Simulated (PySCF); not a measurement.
Carbon: a sound run and one with changed settings

Sound run: C [He] 2s2 2p2, C⁺ [He] 2s2 2p1. All numbers are calculated (PySCF 2.14, the spin-free X2C one-electron Hamiltonian (Gaussian nucleus), in cc-pVDZ-DK (3s2p1d, 14 functions)). The sound run starts from symmetry-adapted Hartree-Fock orbitals and uses a fine grid where one is needed.

Changed run: radial step 0.5 in ln r (0.13 in the sound run). This setting is unsound on purpose.

```tsv
species	method	sound run (hartree)	changed run (hartree)	converged
C	UHF	-37.70147	-37.70147	yes
C	BP86	-37.85454	-37.85661	yes
C	TPSS	-37.87326	-37.87896	yes
C⁺	UHF	-37.30463	-37.30463	yes
C⁺	BP86	-37.42951	-37.43076	yes
C⁺	TPSS	-37.45315	-37.45732	yes
```

Ionisation energy of C:

| method | sound run (eV) | changed run (eV) |
| --- | --- | --- |
| UHF | 10.799 | 10.799 |
| BP86 | 11.566 | 11.588 |
| TPSS | 11.432 | 11.474 |

A coarse radial grid mis-integrates the density and the exchange-correlation energy, with errors of either sign; Hartree-Fock needs no grid.

For comparison, NIST gives 11.260 eV between the lowest levels.
